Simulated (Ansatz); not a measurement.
**ClH6NSi (built from SMILES N[SiH2]Cl.[H][H]): a saddle search**

Does the minimum-mode search get back to a saddle from here?

Method: BHLYP-D4/def2-SVP; program: Ansatz 0.2.0, Gaussian basis.

1 further run of the same task is left out (it didn't finish).

### 1 Where the work starts

The start, a known saddle point with all atoms moved at random by about 0.06 Å a coordinate: 9 atoms, charge 0, spin multiplicity 1.

Atoms are counted from 1 here; the program's logs count them from 0.

Bond lengths: Si1–N2 1.830 Å, Si1–H3 1.522 Å, Si1–H4 1.495 Å, Si1–Cl5 1.998 Å, N2–H6 1.313 Å, N2–H8 1.088 Å, N2–H9 1.165 Å. Angles: N2–Si1–H3 109.7°, N2–Si1–H4 94.0°, N2–Si1–Cl5 123.2°, H3–Si1–H4 101.0°, H3–Si1–Cl5 121.1°, H4–Si1–Cl5 99.3°, Si1–N2–H6 75.2°, Si1–N2–H8 111.2°, Si1–N2–H9 122.3°, H6–N2–H8 105.4°, H6–N2–H9 122.0°, H8–N2–H9 114.4°.

Geometry (Å):

```
Si   -0.4151    0.6435   -0.2207
N     0.2219   -0.8272    0.6622
H    -1.5233    0.2265   -1.1777
H    -1.2130    1.1276    0.9478
Cl    0.6839    2.2775   -0.5612
H     0.7276   -0.9162   -0.5464
H     0.6364   -0.2375   -1.4025
H     1.0587   -0.5670    1.3065
H    -0.4836   -1.6455    1.0970
```

### 2 The search

run/in.yaml

```yaml
crystal:
  periodic: [false, false, false]
  atoms:
    - {symbol: Si, position_ang: [-0.415100, 0.643504, -0.220653]}
    - {symbol: N, position_ang: [0.221942, -0.827230, 0.662225]}
    - {symbol: H, position_ang: [-1.523253, 0.226546, -1.177737]}
    - {symbol: H, position_ang: [-1.213020, 1.127584, 0.947842]}
    - {symbol: Cl, position_ang: [0.683928, 2.277492, -0.561164]}
    - {symbol: H, position_ang: [0.727623, -0.916222, -0.546421]}
    - {symbol: H, position_ang: [0.636363, -0.237472, -1.402489]}
    - {symbol: H, position_ang: [1.058736, -0.566977, 1.306529]}
    - {symbol: H, position_ang: [-0.483619, -1.645455, 1.096985]}
basis:
  gaussian: {orbitals: def2-SVP}
hamiltonian: {xc: {name: BHLYP}, dispersion: d4}
saddle:
  f_tol: 0.1
  max_steps: 40
  mode_guess:
    - [0.0901, 0.1148, -0.3366]
    - [0.1162, -0.0662, -0.1163]
    - [-0.1254, 0.0082, -0.0249]
    - [0.1314, -0.0946, -0.0912]
    - [0.0141, 0.2046, 0.0158]
    - [-0.1442, -0.3153, 0.6870]
    - [-0.1982, 0.2289, 0.1007]
    - [0.0422, -0.0029, -0.0629]
    - [0.0738, -0.0775, -0.1716]
```

The run is started by

```console
ansatz run in.yaml --threads 2 --pin off --events-out ev --progress --plain --max-ram 4352MiB
```

What does the calculation give? Wanted: energy change; last largest force; RMSD from the start; RMSD from the known saddle.

As calculated:

| quantity | value |
| --- | --- |
| steps | 10 |
| energy change | -0.720 eV |
| last largest force | 0.0054 eV/Å |
| RMSD from the start | 0.095 Å |
| RMSD from the known saddle | 0.033 Å |

In words: It converged in 10 steps at a force tolerance of 0.1 eV/Å. It is back at the known saddle, up to the shift that another level brings.
